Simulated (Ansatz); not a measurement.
## Counterpoise correction, worked out

The pair of OH⁻ (SMILES [OH-], atoms 1–2) and HCl (SMILES Cl, atoms 3–4), both closed shells, in one local arrangement (a lower one may exist), relaxed at PBE0-D4/def2-TZVPD:

O1  (-0.154, -0.346, -1.524)
H2  (0.349, 0.433, -1.784)
Cl3  (-0.104, -0.098, 0.999)
H4  (-0.091, 0.011, 2.309)
(Å)

Program: Ansatz 0.2.0. Basis: def2-TZVPPD. Cores are frozen in the correlated methods.

CCSD(T) total energies in eV:

| system | geometry | basis functions | energy |
| --- | --- | --- | --- |
| pair | pair | all | -14586.56119 |
| OH⁻ | as in the pair | all (partner as ghosts) | -2060.09930 |
| HCl | as in the pair | all (partner as ghosts) | -12526.30864 |
| OH⁻ | as in the pair | its own | -2060.08421 |
| HCl | as in the pair | its own | -12526.29606 |
| OH⁻ | free (PBE0-D4 minimum) | its own | -2060.08427 |
| HCl | free (PBE0-D4 minimum) | its own | -12526.32009 |

(1) Work out the interaction energy with and without the counterpoise correction, the superposition error, and the binding energy from the relaxed fragments.

The T1 diagnostic stays at or below 0.026.

## Answers

(1) Without correction: -14586.56119 − (-2060.08421) − (-12526.29606) = -0.18092 eV.
With correction (each fragment in the whole basis): -14586.56119 − (-2060.09930) − (-12526.30864) = -0.15325 eV = -3.53 kcal/mol.
The superposition error is the difference, 0.02767 eV, 15 % of the uncorrected value: each fragment borrows its partner's functions.
Deformation from the free shapes: 0.00006 eV for OH⁻ and 0.02403 eV for HCl.
Binding energy from relaxed fragments: -0.15325 + 0.00006 + 0.02403 = -0.12916 eV = -2.98 kcal/mol (electronic, without zero-point energy; negative means bound). For comparison, the corrected interaction energy by CCSD(T) at an estimated basis limit (MP2 extrapolated from triple and quadruple zeta, plus CCSD(T) − MP2 in triple zeta) is -0.203 eV; triple zeta with the correction binds less.

For scale, one of the runs: CCSD(T)/def2-TZVPPD, 125 basis functions, launched by `ansatz run in.yaml --threads 2 --pin off --events-out ev --progress --plain --max-ram 5222MiB`. The run took about 2.4 s on 2 CPU threads of an Intel Xeon 6975P-C (shared host).
